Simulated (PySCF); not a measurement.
Gas-phase reaction: 2 SiO + 4 SiH2 + N2 ⇌ 2 H3SiOH + 2 Si2N

Computed with PySCF (xtb for GFN2) and rigid-rotor harmonic-oscillator thermochemistry at 1 bar. † marks an energy on the PBE0/def2-TZVP geometry and frequencies; other levels use their own. 6-31G* has spherical d functions here. Open shells (unrestricted): Si2N (multiplicity 2, electronic degeneracy 4); the rest are closed-shell singlets. GFN2 has no spin-polarisation term. Spin-orbit splitting is ignored; it lowers the true energy and changes the entropy of Si2N. B3LYP is the form with VWN-RPA correlation. H3SiOH: computed as isolated molecules; such fragments, hydroxides, amides, oligomers or adducts are transient or little studied in the gas. The harmonic model lacks anharmonicity and excited electronic states, which grow with temperature; levels with a mode under 35 cm⁻¹ are left out. Internal rotation in H3SiOH is treated as a harmonic vibration of one conformer, which makes the entropy rough.

| level | ΔE electronic, kJ | ΔH°(298 K), kJ | ΔS°(298 K), J/K | ΔG°(2000 K), kJ |
|---|---|---|---|---|
| B3LYP/6-31G* | -684 | -626 | -419 | 174 |
| B3LYP/def2-TZVP† | -720 | -662 | -410 | 117 |
| GFN2-xTB | -695 | -644 | -397 | 100 |
| M06-2X/def2-TZVP† | -769 | -711 | -410 | 69 |
| PBE/def2-SVP | -746 | -688 | -414 | 98 |
| PBE0/def2-QZVP† | -802 | -744 | -410 | 36 |
| PBE0/def2-SVP† | -782 | -724 | -410 | 56 |
| PBE0/def2-TZVP | -790 | -732 | -410 | 48 |
| r2SCAN/def2-TZVP† | -835 | -777 | -410 | 3 |
| LDA/def2-TZVP† | -899 | -841 | -410 | -61 |
| ωB97X-V/def2-TZVP† | -715 | -657 | -410 | 123 |
ΔH° is lowest at LDA/def2-TZVP† and highest at B3LYP/6-31G*. No reference value is set beside these.
